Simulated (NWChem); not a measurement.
**[C3H5]− (SMILES C=C[CH2-]): levels of theory compared**

Aim: a comparison of 6 runs (HF/STO-3G, HF/3-21G, BP86/aug-cc-pVDZ, B3LYP/6-31G*, PBE0/def2-SVP, B3LYP/aug-cc-pVDZ) of [C3H5]−. 

The results are computed with NWChem 7.3.0.

### 1 Starting point

[C3H5]− has 8 atoms, charge -1, and is taken as a singlet. SMILES: `C=C[CH2-]`. The shape is that of a GFN2-xTB optimisation. This is one conformer, not always the lowest.

Bond lengths: C1–C2 1.373 Å, C2–C3 1.374 Å, C1–H4 1.084 Å, C1–H5 1.085 Å, C2–H6 1.100 Å, C3–H7 1.084 Å, C3–H8 1.085 Å. Angles: C1–C2–C3 129.8°, C1–C2–H6 115.1°, C3–C2–H6 115.1°, C2–C1–H4 122.0°, C2–C1–H5 121.9°, C2–C3–H7 122.0°, C2–C3–H8 121.9°, H4–C1–H5 116.1°, H7–C3–H8 116.1°.

### 2 Energy and gradient at HF/STO-3G (run 1)

Input file input.nw:

```
start input
title "C3H5 gradient"
memory 2200 mb
charge -1

geometry units angstroms noautosym nocenter noautoz
   C    -0.442920    0.972840   -0.656060
   C     0.234840    0.220100    0.271580
   C     0.265400   -1.142430    0.444810
   H    -1.078560    0.521640   -1.409180
   H    -0.368470    2.055030   -0.681190
   H     0.847520    0.794620    0.981140
   H    -0.302810   -1.815020   -0.187050
   H     0.845000   -1.606780    1.235950
end

basis spherical bse
   * library STO-3G
end

scf
   thresh 1e-08
   maxiter 80
end

task scf gradient
```

Command:

```
$ nwchem input.nw > input.out
```

The log of the run:

```text
[...]
  functions       =    20
[...]
  wavefunction    = RHF
[...]
         Total SCF energy =   -114.837482250005
      One-electron energy =   -290.746936391681
      Two-electron energy =    110.956706356624
 Nuclear repulsion energy =     64.952747785052
        Time for solution =      0.7s
[...]
                         RHF ENERGY GRADIENTS
    atom               coordinates                        gradient
                 x          y          z           x          y          z
   1 C      -0.836997   1.838401  -1.239774    0.001047  -0.008517   0.002164
   2 C       0.443783   0.415929   0.513212    0.004890   0.005074   0.005952
   3 C       0.501533  -2.158880   0.840569   -0.003607   0.005513  -0.005643
   4 H      -2.038183   0.985757  -2.662964   -0.006084  -0.004018  -0.007226
   5 H      -0.696307   3.883444  -1.287262    0.000457   0.010556  -0.000627
   6 H       1.601581   1.501614   1.854086    0.003028   0.002842   0.003501
   7 H      -0.572228  -3.429890  -0.353473   -0.005276  -0.006489  -0.005739
   8 H       1.596818  -3.036374   2.335607    0.005545  -0.004960   0.007619
[...]
```

It took 1.5 s on 1 thread of Intel Xeon Platinum 8488C (Sapphire Rapids), shared host; peak memory 0.096 GiB.

### 3 Energy and gradient at HF/3-21G (run 2)

Input file work.nw:

```
start work
title "C3H5 hf"
memory total 2200 mb
charge -1

geometry units angstrom noautosym nocenter noautoz
   C     -0.442920     0.972840    -0.656060
   C      0.234840     0.220100     0.271580
   C      0.265400    -1.142430     0.444810
   H     -1.078560     0.521640    -1.409180
   H     -0.368470     2.055030    -0.681190
   H      0.847520     0.794620     0.981140
   H     -0.302810    -1.815020    -0.187050
   H      0.845000    -1.606780     1.235950
end

basis spherical bse
   * library 3-21G
end

scf
   thresh 1e-08
   maxiter 80
end

task scf gradient
```

Command:

```
$ nwchem work.nw > work.out
```

The log of the run:

```text
[...]
  functions       =    37
[...]
  wavefunction    = RHF
[...]
         Total SCF energy =   -115.745393383324
      One-electron energy =   -289.399866865676
      Two-electron energy =    108.701725697300
 Nuclear repulsion energy =     64.952747785052
        Time for solution =      0.6s
[...]
                         RHF ENERGY GRADIENTS
    atom               coordinates                        gradient
                 x          y          z           x          y          z
   1 C      -0.836997   1.838401  -1.239774    0.004104  -0.014000   0.006522
   2 C       0.443783   0.415929   0.513212   -0.001380  -0.000765  -0.001102
   3 C       0.501533  -2.158880   0.840569   -0.004653   0.012778  -0.007978
   4 H      -2.038183   0.985757  -2.662964   -0.002580  -0.000515  -0.003176
   5 H      -0.696307   3.883444  -1.287262   -0.000210   0.004664  -0.000876
   6 H       1.601581   1.501614   1.854086    0.004265   0.003993   0.004909
   7 H      -0.572228  -3.429890  -0.353473   -0.001704  -0.003320  -0.001508
   8 H       1.596818  -3.036374   2.335607    0.002158  -0.002837   0.003210
[...]
```

Run time: 1.4 s. Hardware: 1 thread of Intel Xeon Platinum 8488C (Sapphire Rapids), shared host; peak memory 0.097 GiB.

Run 3 isn't shown in full; the table further down has it.

### 4 Energy and forces at B3LYP/6-31G(d) (Cartesian functions) (run 4)

Input file job.nw:

```
echo
start job
title "C3H5"
memory 2200 mb
charge -1

geometry noautosym nocenter noautoz
 C       -0.442920       0.972840      -0.656060
 C        0.234840       0.220100       0.271580
 C        0.265400      -1.142430       0.444810
 H       -1.078560       0.521640      -1.409180
 H       -0.368470       2.055030      -0.681190
 H        0.847520       0.794620       0.981140
 H       -0.302810      -1.815020      -0.187050
 H        0.845000      -1.606780       1.235950
end

basis
 * library 6-31G*
end

dft
 xc b3lyp
 grid xfine
 convergence energy 1e-08
 iterations 100
 mulliken
 noprint "final vectors analysis"
end

task dft gradient
```

Command:

```
$ nwchem job.nw > job.out
```

The log of the run:

```text
[...]
          Wavefunction type:  closed shell.
          No. of atoms     :     8
          No. of electrons :    24
[...]
          Charge           :    -1
          Spin multiplicity:     1
[...]
          AO basis - number of functions:    55
[...]
              XC Information
              --------------
                         B3LYP Method XC Potential
                     Hartree-Fock (Exact) Exchange  0.200
                        Slater Exchange Functional  0.800 local
                    Becke 1988 Exchange Functional  0.720 non-local
              Lee-Yang-Parr Correlation Functional  0.810
                  VWN I RPA Correlation Functional  0.190 local
[...]
 d= 0,ls=0.0,diis     1   -117.1504551445 -1.82D+02  1.82D-02  6.43D-01     2.6
[...]
 d= 0,ls=0.0,diis    10   -117.2402572803 -2.19D-10  1.38D-07  1.21D-10    21.3
         Total DFT energy =     -117.240257280275
      One electron energy =     -290.749530030295
           Coulomb energy =      126.933636952549
    Exchange-Corr. energy =      -18.377111987581
 Nuclear repulsion energy =       64.952747785052
[...]
      Total Density - Mulliken Population Analysis
     ---------------------------------------------
    Atom       Charge   Shell Charges
 -----------   ------   -------------------------------------------------------
    1 C    6     6.50   1.99  0.66  2.10  0.53  1.21  0.01
    2 C    6     5.96   1.99  0.72  2.04  0.45  0.75  0.01
    3 C    6     6.50   1.99  0.66  2.10  0.53  1.21  0.01
    4 H    1     1.00   0.53  0.47
    5 H    1     1.01   0.54  0.48
    6 H    1     1.01   0.54  0.47
    7 H    1     1.00   0.53  0.47
    8 H    1     1.01   0.54  0.48
[...]
  wavefunction    = closed shell
[...]
```

Run time: 25 s. Hardware: 1 thread of Intel Xeon Platinum 8488C (Sapphire Rapids), shared host; peak memory 0.14 GiB.

Run 5 isn't shown in full; the table further down has it.

### 5 Energy and gradient at B3LYP/aug-cc-pVDZ (run 6)

Input file struct.nw:

```
start struct
title "C3H5"
memory total 2200 mb
charge -1

geometry units angstroms noautosym nocenter noautoz
C     -0.442920     0.972840    -0.656060
C      0.234840     0.220100     0.271580
C      0.265400    -1.142430     0.444810
H     -1.078560     0.521640    -1.409180
H     -0.368470     2.055030    -0.681190
H      0.847520     0.794620     0.981140
H     -0.302810    -1.815020    -0.187050
H      0.845000    -1.606780     1.235950
end

basis spherical bse
* library aug-cc-pVDZ
end

dft
xc b3lyp
grid fine
convergence energy 1e-08
iterations 100
mulliken
end

task dft gradient
```

Command:

```
$ nwchem struct.nw > struct.out
```

The log of the run:

```text
[...]
          Wavefunction type:  closed shell.
          No. of atoms     :     8
          No. of electrons :    24
[...]
          Charge           :    -1
          Spin multiplicity:     1
[...]
          AO basis - number of functions:   114
[...]
              XC Information
              --------------
                         B3LYP Method XC Potential
                     Hartree-Fock (Exact) Exchange  0.200
                        Slater Exchange Functional  0.800 local
                    Becke 1988 Exchange Functional  0.720 non-local
              Lee-Yang-Parr Correlation Functional  0.810
                  VWN I RPA Correlation Functional  0.190 local
[...]
 d= 0,ls=0.0,diis     1   -117.1769976691 -1.82D+02  4.49D-02  7.95D-01     4.4
[...]
 d= 0,ls=0.0,diis     8   -117.2908981706 -4.03D-09  3.31D-06  7.06D-08    22.6
         Total DFT energy =     -117.290898170627
      One electron energy =     -289.846938868047
           Coulomb energy =      125.906810471112
    Exchange-Corr. energy =      -18.303517558743
 Nuclear repulsion energy =       64.952747785052
[...]
  wavefunction    = closed shell
[...]
```

Wall time 30 s (1 thread of Intel Xeon Platinum 8488C (Sapphire Rapids), shared host); peak memory 0.12 GiB.

### 6 All runs side by side

| run | level | iteration cap | module | energy (Eh) | largest force (eV/Å) | wall time |
| --- | --- | --- | --- | --- | --- | --- |
| 1 | HF/STO-3G | 80 | scf | -114.837482 | 0.548 | 1.5 s |
| 2 | HF/3-21G | 80 | scf | -115.745393 | 0.822 | 1.4 s |
| 3 | BP86/aug-cc-pVDZ | 100 | dft | -117.285319 | 1.167 | 34 s |
| 4 | B3LYP/6-31G* (Cartesian functions) | 100 | dft | -117.240257 | 1.028 | 25 s |
| 5 | PBE0/def2-SVP | 100 | dft | -117.018067 | 0.839 | 27 s |
| 6 | B3LYP/aug-cc-pVDZ | 100 | dft | -117.290898 | 1.112 | 30 s |

### 7 What came out

```
                                                    quantity          value
                                         run 6: total energy  -117.29090 Eh
                                          run 6: HOMO energy        1.51 eV
                                          run 6: LUMO energy        3.21 eV
run 6: HOMO–LUMO gap (to an unbound level, set by the basis)        1.70 eV
                             run 6: largest force on an atom     1.112 eV/Å
```

What this shows: Over runs 1, 2, 6 the HOMO–LUMO gap runs from 1.70 eV (B3LYP/aug-cc-pVDZ) to 14.19 eV (HF/STO-3G). The two ends differ in method and basis. The empty levels of an anion lie above zero and hang on the basis. Totals of different functionals can't be ranked against each other. In runs 1, 2, 6 the HOMO lies above zero, so the outermost electron may be held by the basis alone. In run 1 the basis is minimal, so the values are rough. All runs together took 2 min, the longest 34 s.
